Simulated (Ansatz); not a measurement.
Stepwise reaction of `BF` with hydrogen fluoride, as a gas-phase model of exchange steps in deposition or etching. ΔE in kJ/mol; ΔG adds harmonic PBE0-D4 terms to CCSD(T)/CBS, at 1 bar.

Computed with Ansatz on PBE0-D4/def2-TZVP structures; ΔE is electronic, products minus reactants. CBS: MP2 limit from def2 TZ/QZ plus the TZ coupled-cluster correction, frozen cores. This one scheme is used for every species. DFT in def2-TZVPP. B3LYP here is the variant with VWN-RPA as its local correlation; programs differ in this.

```csv
step,reaction,PBE-D4,B3LYP-D4,ωB97M-V,CCSD(T)/CBS,ΔG(500 K)
2,`FBF` + H–F → `FB(F)F` + H₂,-114.2,-118.2,-118.7,-112.3,-107.8
```

Question: Give the row of step 1, `BF` + H–F → `FBF` + H₂. (Best estimate.)

Answer: Ansatz gave: 
| step | reaction | PBE-D4 | B3LYP-D4 | ωB97M-V | CCSD(T)/CBS | ΔG(500 K) |
| --- | --- | --- | --- | --- | --- | --- |
| 1 | `BF` + H–F → `FBF` + H₂ | -146.4 | -147.8 | -147.8 | -140.8 | -140.4 |

Question: By hand: ΔE of the 2 steps together at CCSD(T)/CBS.

Answer: (-140.8) + (-112.3) = -253.1 kJ/mol, or -126.6 kJ/mol a step.

In ΔE each step is higher than the one before. All are downhill at CCSD(T)/CBS. ΔG lies between -140.4 and -107.8 kJ/mol a step. PBE-D4 differs from CCSD(T)/CBS by -5.6 to -1.9 kJ/mol a step. Isolated molecules leave out the surface, adducts and barriers. Largest T1 diagnostic: 0.013.
